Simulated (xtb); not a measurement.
xtb input (GFN2-xTB):

```bash
xtb mol.xyz --gfn 2 --sp --chrg 0 --uhf 0
```
mol.xyz:
```
10

C      1.21013508    -0.36745904    -0.00201603
C      0.00594134     0.57336340    -0.00022751
N     -1.30565618    -0.07401790     0.00235316
H      2.15083117     0.18965263    -0.00390203
H      1.20276946    -1.01094548     0.88157958
H      1.19962331    -1.01161389    -0.88509263
H      0.05020044     1.22835584    -0.87435923
H      0.05331264     1.22901704     0.87324517
H     -1.40535207    -0.67057564     0.81648160
H     -1.40825028    -0.67119137    -0.81096339
```

End of the output:

```
         :::::::::::::::::::::::::::::::::::::::::::::::::::::
         ::                     SUMMARY                     ::
         :::::::::::::::::::::::::::::::::::::::::::::::::::::
         :: total energy             -10.754533279032 Eh    ::
         :: gradient norm              0.012177817884 Eh/a0 ::
         :: HOMO-LUMO gap             11.368321886514 eV    ::
         ::.................................................::
         :: SCC energy               -10.897406476807 Eh    ::
         :: -> isotropic ES            0.012184797192 Eh    ::
         :: -> anisotropic ES          0.004221828237 Eh    ::
         :: -> anisotropic XC          0.009567018314 Eh    ::
         :: -> dispersion             -0.003446293421 Eh    ::
         :: repulsion energy           0.142873197775 Eh    ::
         :: add. restraining           0.000000000000 Eh    ::
         :: total charge               0.000000000000 e     ::
         :::::::::::::::::::::::::::::::::::::::::::::::::::::

           -------------------------------------------------
          |                Property Printout                |
           -------------------------------------------------

    * Orbital Energies and Occupations

         #    Occupation            Energy/Eh            Energy/eV
      -------------------------------------------------------------
         1        2.0000           -0.6258633             -17.0306
         2        2.0000           -0.5917825             -16.1032
         3        2.0000           -0.5667245             -15.4214
         4        2.0000           -0.5267176             -14.3327
         5        2.0000           -0.5016924             -13.6517
         6        2.0000           -0.4866061             -13.2412
         7        2.0000           -0.4768646             -12.9761
         8        2.0000           -0.4530570             -12.3283
         9        2.0000           -0.4306508             -11.7186
        10        2.0000           -0.3665492              -9.9743 (HOMO)
        11                          0.0512289               1.3940 (LUMO)
        12                          0.1098008               2.9878
        13                          0.1313860               3.5752
        14                          0.1468003               3.9946
        15                          0.1694018               4.6097
Note: The following floating-point exceptions are signalling: IEEE_DENORMAL
normal termination of xtb
        16                          0.2132031               5.8016
        17                          0.2188087               5.9541
        18                          0.2483978               6.7592
        19                          0.2827971               7.6953
      -------------------------------------------------------------
                  HL-Gap            0.4177781 Eh           11.3683 eV
             Fermi-level           -0.1576602 Eh           -4.2902 eV

     #   Z          covCN         q      C6AA      α(0)
     1   6 C        3.748    -0.109    22.642     6.787
     2   6 C        3.730     0.019    20.347     6.439
     3   7 N        2.627    -0.343    28.846     7.977
     4   1 H        0.924     0.033     2.550     2.497
     5   1 H        0.924     0.031     2.576     2.510
     6   1 H        0.924     0.031     2.576     2.510
     7   1 H        0.924     0.034     2.536     2.490
     8   1 H        0.924     0.034     2.536     2.490
     9   1 H        0.860     0.136     1.502     1.920
    10   1 H        0.860     0.136     1.502     1.920

 Mol. C6AA /au·bohr⁶  :        627.104397
 Mol. C8AA /au·bohr⁸  :      12369.450073
 Mol. α(0) /au        :         37.539746

Wiberg/Mayer (AO) data.
largest (>0.10) Wiberg bond orders for each atom

 ---------------------------------------------------------------------------
     #   Z sym  total        # sym  WBO       # sym  WBO       # sym  WBO
 ---------------------------------------------------------------------------
     1   6 C    3.997 --     2 C    1.007     5 H    0.988     6 H    0.988
                             4 H    0.986
     2   6 C    3.986 --     3 N    1.026     1 C    1.007     7 H    0.976
                             8 H    0.976
     3   7 N    3.007 --     2 C    1.026     9 H    0.969    10 H    0.969
     4   1 H    0.999 --     1 C    0.986
     5   1 H    0.999 --     1 C    0.988
     6   1 H    0.999 --     1 C    0.988
     7   1 H    0.999 --     2 C    0.976
     8   1 H    0.999 --     2 C    0.976
     9   1 H    0.982 --     3 N    0.969
    10   1 H    0.982 --     3 N    0.969
 ---------------------------------------------------------------------------

Topologies differ in total number of bonds
Writing topology from bond orders to xtbtopo.mol

molecular dipole:
                 x           y           z       tot (Debye)
 q only:        0.156      -0.150      -0.000
   full:        0.394      -0.456      -0.001       1.531
molecular quadrupole (traceless):
                xx          xy          yy          xz          yz          zz
 q only:       -0.877       1.147       0.434       0.002      -0.002       0.443
  q+dip:       -2.948       2.355       1.100       0.008      -0.004       1.848
   full:       -2.675       2.524       1.014       0.007      -0.004       1.661

           -------------------------------------------------
          | TOTAL ENERGY              -10.754533279032 Eh   |
          | GRADIENT NORM               0.012177817884 Eh/α |
          | HOMO-LUMO GAP              11.368321886514 eV   |
           -------------------------------------------------

------------------------------------------------------------------------
------------------------------------------------------------------------
 total:
 SCF:
```
